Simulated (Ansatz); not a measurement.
C2H9N3, SMILES `NCC(N)N`. Charge 0, multiplicity 1. The geometry is a stationary point of PBE0-D4/def2-TZVP. It is one conformer, not always the lowest.

```xyz
14

N    -0.033   -1.679    1.213
C    -0.716   -0.727    0.366
C     0.198    0.231   -0.397
N     0.991    0.979    0.553
N    -0.625    1.103   -1.224
H     0.480   -2.345    0.648
H     0.658   -1.175    1.760
H    -1.393   -0.120    0.979
H    -1.348   -1.270   -0.345
H     0.909   -0.376   -0.981
H     1.769    1.444    0.103
H     0.409    1.697    0.974
H    -0.049    1.672   -1.834
H    -1.248    0.565   -1.815
```

What is the dipole moment at B3LYP/def2-TZVPP? (Best estimate.)

Computed: 2.87 D, with components (1.23, 0.93, -2.42) D in this frame, pointing from negative to positive charge.

And with PBE, r2SCAN, ωB97M-V? (Estimate.)

Ansatz gave: PBE 2.80 D, r2SCAN 2.84 D, ωB97M-V 2.91 D.

Give the Mulliken charges with B3LYP, ωB97M-V, PBE in def2-TZVPP. (Best estimate.)

The calculation gave: 
```tsv
atom	B3LYP	ωB97M-V	PBE
N1	-0.32	-0.28	-0.31
C2	-0.02	-0.07	-0.03
C3	0.13	0.05	0.07
N4	-0.35	-0.30	-0.34
N5	-0.33	-0.28	-0.32
H6	0.11	0.09	0.12
H7	0.12	0.11	0.13
H8	0.07	0.10	0.07
H9	0.05	0.08	0.05
H10	0.06	0.09	0.05
H11	0.12	0.10	0.13
H12	0.13	0.12	0.14
H13	0.11	0.09	0.12
H14	0.12	0.10	0.13
```

B3LYP here is the variant with VWN-RPA as its local correlation; programs differ in this.
